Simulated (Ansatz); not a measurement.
# SiO (singlet): the correlation ladder at distance Si1–O2 = 2.077 Å, 6-31G

Aim: climb from Hartree-Fock through coupled cluster and multireference methods for SiO (singlet) at one geometry and basis, and see what each rung misses.

Computed with Ansatz 0.2.0, Gaussian basis. Level: 6-31G, core rule «outside noble gas», up to 6 orbitals frozen.

Plan: UHF; CCSD(T) on RHF; CCSD(T) on UHF; BCCD(T) on RHF; CISD; CCSDT(Q) on RHF; CCSDT(Q) on UHF; CISDTQ; CCSDTQ on RHF; CCSDTQ on UHF; CASSCF and MRCISD+Q, 2 electrons in 2 orbitals; CASSCF and NEVPT2, 2 electrons in 2 orbitals; CASSCF and MRCISD+Q, 10 electrons in 8 orbitals; CASSCF and NEVPT2, 10 electrons in 8 orbitals; Full CI.

24 further runs of the same task are left out: 3 for a known fault of the program, 17 that didn't finish, 4 set aside as unsound or not needed.

### Step 1. The geometry

The geometry derives from a PBE0/def2-TZVP stationary point (not a proven minimum). One bond is set to the value named and the two fragments are kept rigid.

2 atoms, charge 0, spin multiplicity 1.

Atoms are counted from 1 here; the program's logs count them from 0.

No contacts short enough for the rule that draws bonds.

### Step 2. UHF

The input, in.yaml:

```yaml
crystal:
  periodic: [false, false, false]
  atoms:
    - {symbol: Si, position_ang: [0.000000, 0.000000, 0.000000]}
    - {symbol: O, position_ang: [0.000000, 0.000000, 2.077000]}
basis:
  gaussian: {orbitals: 6-31G}
magnetization: {spin_polarized: true, initial_magnetization: 0}
hamiltonian: {xc: hf}
output: {orbitals: {seedname: orbitals}}
```

Command:

```bash
$ ansatz run in.yaml --threads 1 --pin off --events-out ev --progress --plain --max-ram 2393MiB
```

Further steps of the session: CCSD(T) on RHF; CCSD(T) on UHF; BCCD(T) on RHF; CISD; CCSDT(Q) on RHF; CCSDT(Q) on UHF; CISDTQ; CCSDTQ on RHF; CCSDTQ on UHF; CASSCF and MRCISD+Q, 2 electrons in 2 orbitals; CASSCF and NEVPT2, 2 electrons in 2 orbitals; CASSCF and MRCISD+Q, 10 electrons in 8 orbitals; CASSCF and NEVPT2, 10 electrons in 8 orbitals; Full CI.

**Question.** What will the summary of the whole plan be? Wanted: FCI from the RHF energy; RMP2 from FCI; UMP2 from FCI; RCCSD from FCI; RCCSD(T) from FCI; UCCSD(T) from FCI; RCCSDT(Q) from FCI; UCCSDT(Q) from FCI; NEVPT2 valence from FCI.

**Answer**, as computed:

| quantity | value |
| --- | --- |
| FCI from the RHF energy | -7.3576 eV |
| RMP2 from FCI | +10.82 kcal/mol |
| UMP2 from FCI | +43.01 kcal/mol |
| RCCSD from FCI | +20.21 kcal/mol |
| RCCSD(T) from FCI | +0.32 kcal/mol |
| UCCSD(T) from FCI | +3.75 kcal/mol |
| RCCSDT(Q) from FCI | -7.39 kcal/mol |
| UCCSDT(Q) from FCI | -6.73 kcal/mol |
| NEVPT2 valence from FCI | +12.40 kcal/mol |
| MRCISD+Q valence from FCI | +2.03 kcal/mol |
| levels within 1 kcal/mol (43 meV) | RCCSD(T), BCCD(T), UCCSDT, RCCSDTQ, UCCSDTQ |
| T1 diagnostic | 0.115 |
| effectively unpaired electrons | 0.50 |

What this shows: RCCSD(T) misses by +0.32 kcal/mol, 0.2 % of the correlation energy. CCSD(T) misses by +0.32 kcal/mol on the restricted determinant and by +3.75 kcal/mol on the unrestricted one; the two need not hold the same state or core. BCCD(T), RCCSDT(Q), UCCSDT(Q), RCCSDTQ, UCCSDTQ fall below full CI: unrestricted runs freeze a spin-polarised core, another one than full CI's, and coupled cluster isn't variational. The occupations show some static correlation. Of the multireference levels listed MRCISD+Q valence comes nearest in total energy (+2.03 kcal/mol), which doesn't show that its space is the better one. These misses are within one basis, not against nature.
